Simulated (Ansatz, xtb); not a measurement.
**Ligand exchange: C3H4O + H2S → C3H4S + H2O**

Species: C3H4O (propargyl alcohol) `C#CCO`, singlet; H2S (hydrogen sulfide) `S`, singlet; C3H4S (2-propyne-1-thiol) `C#CCS`, singlet; H2O (water) `O`, singlet. The partners trade OH for SH: C–OH and H–SH bonds give way to C–SH and H–OH.

Shapes, held fixed at every level: PBE0-D4/def2-TZVP. Flexible molecules stand in one conformer, not always the lowest. Programs: Ansatz 0.2.0, xtb 6.7.1. The zero-point and thermal change to 298 K, harmonic and unscaled (PBE0-D4/def2-TZVP), is +3.4 kJ/mol.

| level | kind | ΔH(298 K) (kJ/mol) | less CCSD(T)/CBS estimate |
| --- | --- | --- | --- |
| GFN2-xTB | semi-empirical | +11.4 | +45.6 |
| HF/def2-SVP | Hartree–Fock | +0.2 | +34.4 |
| r2SCAN0-D4/def2-TZVPP | global hybrid | -27.4 | +6.8 |
| wB97M-V/def2-TZVPP | range-separated hybrid | -26.5 | +7.7 |
| MP2/def2-TZVPP | perturbation theory | -37.0 | -2.8 |
| CCSD(T)/def2-TZVPP | coupled cluster or CI | -27.8 | +6.4 |
| CCSD/def2-TZVPP | coupled cluster or CI | -26.0 | +8.2 |
| CCSD(T)/CBS estimate | coupled cluster or CI | -34.2 | 0.0 |

The highest level, CCSD(T)/CBS estimate, gives ΔH(298 K) = -34.2 kJ/mol; the levels span -37.0 to +11.4. They disagree on the sign: 2 of 8 are positive. The column of differences is taken from that level and isn't an error. No measured value is set beside it here. The CBS estimate extrapolates MP2 from def2-TZVPP and def2-QZVPP and adds CCSD(T) − MP2 in the triple-zeta set, cores frozen.
